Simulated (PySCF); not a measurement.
## Core-level binding energies of `CC(C)(C)C=O`

Compound: C₅H₁₀O.
Cartesian coordinates in Å at the PBE0-D3(BJ)/def2-SVP level; atoms count from 1:
```xyz
16
C5H10O angstrom
C     -0.3047   -1.4701    0.0217
C     -0.0036    0.0308   -0.0668
C     -0.7082    0.7664    1.0792
C      1.4957    0.2949   -0.0535
C     -0.6149    0.5349   -1.3615
O     -0.0197    1.0679   -2.2571
H      0.2058   -2.0287   -0.7779
H     -1.3853   -1.6718   -0.0558
H      0.0401   -1.8683    0.9887
H     -0.5037    1.8477    1.0464
H     -0.3543    0.3824    2.0486
H     -1.8001    0.6231    1.0420
H      1.9919   -0.2051   -0.8977
H      1.7081    1.3705   -0.1400
H      1.9435   -0.0745    0.8819
H     -1.7250    0.3662   -1.4318
```

Theory: delta-SCF UKS SCAN, pcX-2 on the ionised atom, pcseg-1 elsewhere, spin-free X2C (PySCF 2.14.0). These are vertical core ionisation energies against the vacuum level, from separate self-consistent calculations with and without the core hole.

Problem. List the computed XPS lines with their assignment.

Solution. 
```json
{"atom(s)": "C1/C3/C4", "bonded to": "C and 3 H", "level": "C 1s", "binding energy (eV)": "290.87", "above the level's lowest (eV)": "0.00", "count": "3"}
{"atom(s)": "C2", "bonded to": "4 C", "level": "C 1s", "binding energy (eV)": "291.04", "above the level's lowest (eV)": "+0.17", "count": "1"}
{"atom(s)": "C5", "bonded to": "O (double bond), C and H", "level": "C 1s", "binding energy (eV)": "293.28", "above the level's lowest (eV)": "+2.41", "count": "1"}
{"atom(s)": "O6", "bonded to": "C (double bond)", "level": "O 1s", "binding energy (eV)": "538.01", "above the level's lowest (eV)": "0.00", "count": "1"}
```

Lowest listed C 1s: C1/C3/C4, bonded to C and 3 H. Highest, 2.41 eV above it: C5, bonded to O (double bond), C and H. The widest gap between neighbouring values is 2.24 eV, between 291.04 and 293.28 eV. Summing the Pauling electronegativity differences to the bonded atoms, each weighted by its formal bond order, gives -1.05 for the lowest site and +1.43 for the highest; no listed site has a larger sum than the highest.

Problem. Which photon energy gives electrons from O 1s of O6 a kinetic energy of 150 eV, and what is their de Broglie wavelength?

Solution. hν = 538.01 + 150 = 688.01 eV, recoil neglected; λ = 12.264 Å/√(E/eV) = 1.00 Å.

Problem. What is the longest wavelength that can ionise O 1s of O6 vertically?

Solution. λ = hc/E = 12398.42 eV Å / 538.01 eV = 23.045 Å.

Topologically equivalent atoms share the value of their first member; where this conformer doesn't relate them by symmetry, their own values could differ. Geometry: PBE0-D3(BJ)/def2-SVP; no solvent, vibrations or thermal averaging.
